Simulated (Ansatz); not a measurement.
Telling isomers of C6H4 apart by their spectra

These gas-phase data were calculated for one isomer of C6H4 at PBE-D3(BJ)/def2-SVP (harmonic, unscaled wavenumbers; equilibrium rotational constants with average atomic masses):

- rotational constants: 6.082, 2.817, 1.925 GHz
- all wavenumbers above 1500 cm⁻¹: 3408, 3407, 3213, 3099, 2157, 2150, 1586

Candidates:

(1) `C#CC(=C)C#C`, a singlet
(2) `C#C/C=C/C#C`, a singlet
(3) `C#C/C=C\C#C`, a singlet

Problem. Assign the data to one candidate and say why. Where the bands don't settle it, estimate the moments of inertia from typical bond lengths.

Solution. Candidate (1). The rotational constants decide: (2) would give 46.41, 1.427, 1.384 GHz; (3) would give 7.122, 2.455, 1.826 GHz.

The same quantities for all candidates:

```tsv
	rotational constants (GHz)	wavenumbers above 1500 cm⁻¹	E above the lowest, PBE-D3(BJ)/def2-SVP (kcal/mol)
(1)	6.082, 2.817, 1.925	3408, 3407, 3213, 3099, 2157, 2150, 1586	5.3
(2)	46.41, 1.427, 1.384	3407, 3407, 3091, 3084, 2152, 2124, 1603	0.0
(3)	7.122, 2.455, 1.826	3408, 3407, 3101, 3087, 2151, 2129, 1590	0.4
```

Harmonic stretches to hydrogen usually lie a few per cent above observed fundamentals. Programs: Ansatz 0.2.0.
